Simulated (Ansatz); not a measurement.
A made-up structure of CH5BO, closed shell:

```xyz
8
angstrom
B 0.7873 -1.2490 0.6014
C 0.3694 0.0938 0.4699
O -0.6336 0.4727 -0.6382
H -0.9913 -0.1904 -1.2492
H -0.9124 1.3980 -0.7217
H -0.0617 0.4422 1.4264
H 1.2542 0.7438 0.3445
H 0.2490 -1.8722 -0.2014
```

It is relaxed with PBE-D4/def2-SVP and then PBE0-D4/def2-TZVP (Ansatz 0.2.0). Atoms count as bonded within 1.22 times the sum of their covalent radii (H–H: 0.88 Å). The end point is not checked to be a true minimum.

Problem. Does its bonding change? (A judgement: the text doesn't fix the answer.)

Solution. Computed: Yes. Formed: none; broken: C2–O3.

Where it ends: The first stage lowers the energy by 3.57 eV in 39 steps. It ends as a complex of CH₃B ([BH][CH2]) + H₂O:
B1  (0.596, -1.324, 0.372)
C2  (0.827, -0.085, 0.923)
O3  (-1.588, 0.874, -1.072)
H4  (-0.812, 0.565, -0.584)
H5  (-1.235, 1.322, -1.844)
H6  (0.186, 0.345, 1.689)
H7  (1.693, 0.517, 0.660)
H8  (0.394, -2.375, -0.112)
(Å)

Labels in which every atom is bracketed show which atoms are joined, not bond orders.

For scale, one of the runs: PBE0-D4/def2-TZVP relaxation, 123 basis functions, launched by `ansatz run in.yaml --threads 2 --pin off --events-out ev --progress --plain --max-ram 4352MiB`. Hardware: 2 CPU threads of an Intel Xeon 6975P-C, shared host. Wall time about 38 s.
